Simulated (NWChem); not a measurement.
System: NO anion, triplet

NWChem input:

```
start job
memory heap 200 mb stack 900 mb global 1100 mb
charge -1
geometry units angstroms noautosym nocenter noautoz
  N      0.000000     0.000000    -0.679222
  O      0.000000     0.000000     0.592909
end
basis spherical
  N library 6-31+g*
  O library 6-31+g*
end
dft
  odft
  mult 3
  xc pbe0
  iterations 150
end
cosmo
  dielec 4.8
end
task dft energy
```

The geometry was optimised at B3LYP/def2-SVPD, spin-unrestricted. No stability test was run on the SCF state. The gas-phase anion has a positive highest level at the geometry level, so the gas reference is doubtful.

Level: PBE0/6-31+G* with COSMO at NWChem's default radii, gas-phase geometry; the question gives the dielectric constant. Reactions with the solvent are ignored.

Problem. What results follow from this input? (PBE0/6-31+G* (spherical d), spin-unrestricted, COSMO on the gas-phase geometry.) Quantities: electrostatic solvation energy (kcal/mol).

Solution. 
| Property | Result |
|---|---|
| electrostatic solvation energy (kcal/mol) | -58.9 |
